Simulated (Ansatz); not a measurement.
This script makes the interaction energy of a dimer with the counterpoise correction of H₄NP, SMILES NP with the Python package of Ansatz (0.2.0).

Script `run_dimer.py`:
```python
# -*- coding: utf-8 -*-
"""Interaction energy of two H4NP molecules, with the counterpoise correction."""

from dataclasses import dataclass

import ansatz


@dataclass(frozen=True)
class RunConfig:
    basis_set: str = "def2-SVPD"
    level: str = "mp2"


cfg = RunConfig()

FIRST = [
    ("N", (0.293, -0.8078, 0.1003)),
    ("P", (-0.5822, 0.7117, -0.0985)),
    ("H", (0.0225, -1.3942, -0.7032)),
    ("H", (0.01, -1.2481, 0.9218)),
    ("H", (0.2061, 1.2698, -1.1554)),
    ("H", (0.0506, 1.4688, 0.935)),
]
SECOND = [
    ("N", (2.4325, -2.2131, -1.4009)),
    ("P", (2.9503, -1.9649, 0.2678)),
    ("H", (3.2962, -2.225, -1.9635)),
    ("H", (1.8777, -1.4666, -1.6901)),
    ("H", (3.4581, -3.2784, 0.5263)),
    ("H", (1.7006, -2.1888, 0.9234)),
]

def energy(atoms, ghosts=()):
    molecule = ansatz.Crystal.molecule()
    for symbol, xyz in atoms:
        molecule = molecule.atom(symbol, xyz)
    calc = (
        molecule.calculation()
        .basis(gaussian=cfg.basis_set)
        .correlation(cfg.level)
    )
    deck = calc.input()
    if ghosts:
        deck = deck.set(ansatz.key.basis.gaussian.ghost_atoms, [{"symbol": s, "position_ang": list(xyz)} for s, xyz in ghosts])
    return ansatz.Session.from_dict(deck).plan().execute().report["free_energy_ev"]

# monomers in their own basis and in the basis of the dimer
both = energy(FIRST + SECOND)
alone = energy(FIRST) + energy(SECOND)
ghosted = energy(FIRST, SECOND) + energy(SECOND, FIRST)
print(f"dimer {both:.6f} eV")
print(f"interaction, uncorrected   {(both - alone):8.3f} eV")
print(f"interaction, counterpoise  {(both - ghosted):8.3f} eV")
print(f"basis-set superposition    {(alone - ghosted):8.3f} eV")
```

How large is the interaction at this pose, and how much of it is basis-set superposition?

Uncorrected it is 0.052 eV, with the counterpoise correction 0.212 eV; the difference, 0.16 eV, is the superposition error. In this basis both values are repulsive.

What the script printed:

```console
$ python run_dimer.py
dimer -21642.426841 eV
interaction, uncorrected      0.052 eV
interaction, counterpoise     0.212 eV
basis-set superposition       0.160 eV
```

Notes:
- Total energies depend on the basis set; only differences at equal settings carry meaning.
- The dimer is a generated trial pose of unrelaxed monomers, not a minimum, so the figure is no binding energy, and the basis set is small.
- It ran for 12 s on 1 thread of Arm Neoverse V1, with other jobs on the host, peak memory 0.38 GiB.

(A comment or docstring line of the script was reworded after the run, the code is as it ran; lines on the test bed's own set-up are left out of the output.)
